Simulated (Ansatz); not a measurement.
**NH₃ (triplet): from Hartree-Fock to the top rungs at distance H1–H2 along a hydrogen transfer = 0.946 Å, 6-31G**

How much of the correlation energy of NH₃ (triplet) does each wave-function method recover here?

Program: Ansatz 0.2.0, Gaussian basis. Level of theory: 6-31G, core rule «outside noble gas», up to 1 orbitals frozen. These are calculated values, not measurements.

To be run: UHF; CCSD(T) on ROHF; CCSD(T) on UHF; BCCD(T) on ROHF; CISD; CCSDT(Q) on ROHF; CCSDT(Q) on UHF; CISDTQ; CCSDTQ on ROHF; CCSDTQ on UHF; CASSCF and MRCISD+Q, 4 electrons in 4 orbitals; CASSCF and NEVPT2, 4 electrons in 4 orbitals; CASSCF and MRCISD+Q, 8 electrons in 7 orbitals; CASSCF and NEVPT2, 8 electrons in 7 orbitals; Full CI.

7 further runs of the same task are left out: 5 that didn't finish, 2 set aside as unsound or not needed.

## Step 1: The geometry

The geometry derives from fragments relaxed apart (PBE0/def2-TZVP) and kept rigid, so it is no stationary point. A hydrogen atom is moved between rigid fragments.

4 atoms, charge 0, spin multiplicity 3.

Atoms are counted from 1 here; the program's logs count them from 0.

Bond lengths: H2–N3 1.074 Å, N3–H4 1.040 Å. Angles: H2–N3–H4 105.0°.

## Step 2: UHF

The input, in.yaml:

```yaml
crystal:
  periodic: [false, false, false]
  atoms:
    - {symbol: H, position_ang: [-1.852809, 0.059434, 0.000000]}
    - {symbol: H, position_ang: [-0.906809, 0.059434, 0.000000]}
    - {symbol: N, position_ang: [0.167191, 0.059434, 0.000000]}
    - {symbol: H, position_ang: [0.436273, -0.944792, 0.000000]}
basis:
  gaussian: {orbitals: 6-31G}
magnetization: {spin_polarized: true, initial_magnetization: 2}
hamiltonian: {xc: hf}
output: {orbitals: {seedname: orbitals}}
```

The run is started by

```sh
> ansatz run in.yaml --threads 1 --pin off --events-out ev --progress --plain --max-ram 2393MiB
```

After this run come: CCSD(T) on ROHF; CCSD(T) on UHF; BCCD(T) on ROHF; CISD; CCSDT(Q) on ROHF; CCSDT(Q) on UHF; CISDTQ; CCSDTQ on ROHF; CCSDTQ on UHF; CASSCF and MRCISD+Q, 4 electrons in 4 orbitals; CASSCF and NEVPT2, 4 electrons in 4 orbitals; CASSCF and MRCISD+Q, 8 electrons in 7 orbitals; CASSCF and NEVPT2, 8 electrons in 7 orbitals; Full CI.

**Question.** What will the summary of the whole plan be? Wanted: FCI below the RHF energy; RMP2 from FCI; UMP2 from FCI; RCCSD from FCI; RCCSD(T) from FCI; UCCSD(T) from FCI; RCCSDT(Q) from FCI; UCCSDT(Q) from FCI; NEVPT2 valence from FCI.

**Answer**, as computed:

| quantity | value |
| --- | --- |
| FCI below the RHF energy | -3.2447 eV |
| RMP2 from FCI | +11.86 kcal/mol |
| UMP2 from FCI | +12.13 kcal/mol |
| RCCSD from FCI | +1.15 kcal/mol |
| RCCSD(T) from FCI | +0.30 kcal/mol |
| UCCSD(T) from FCI | +0.28 kcal/mol |
| RCCSDT(Q) from FCI | +0.01 kcal/mol |
| UCCSDT(Q) from FCI | 0.00 kcal/mol |
| NEVPT2 valence from FCI | +7.45 kcal/mol |
| MRCISD+Q valence from FCI | +0.25 kcal/mol |
| levels within 1 kcal/mol (43 meV) | RCCSD(T), UCCSD(T), BCCD(T), RCCSDT, UCCSDT, CISDTQ, RCCSDT(Q), UCCSDT(Q), RCCSDTQ, UCCSDTQ, MRCISD+Q valence |
| T1 diagnostic | 0.028 |
| effectively unpaired electrons | 2.02 |

In words: RCCSD(T) lands +0.30 kcal/mol from the yardstick (0.4 % of the correlation energy). One determinant dominates. Of the multireference levels listed MRCISD+Q valence comes nearest in total energy (+0.25 kcal/mol), which doesn't show that its space is the better one. These misses are within one basis, not against nature; the frozen cores of restricted and unrestricted runs differ, which can shift their rows.
